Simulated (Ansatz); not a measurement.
# Volumes and bulk moduli along the alkaline-earth metals

All numbers below come from DFT, r2SCAN, plane waves (500 eV) with PAW, scalar-relativistic (Ansatz). (PAW data from PBE, frozen cores regenerated.)

Each structure is relaxed within its symmetry, in the lowest magnetic state of the tried starts. B₀ comes from uniform scaling at fixed shape; a dash is a value not given.

| element | structure | V (Å³/atom) | B₀ (GPa) | magnetic state |
| --- | --- | --- | --- | --- |
| Be | hcp | 7.91 | 125 | spin not included |
| Mg | hcp | 22.57 | 40 | spin not included |
| Ca | fcc | 43.13 | 18 | spin not included |
| Sr | fcc | 56.86 | 12 | spin not included |
| Ba | bcc | 65.30 | 8 | spin not included |
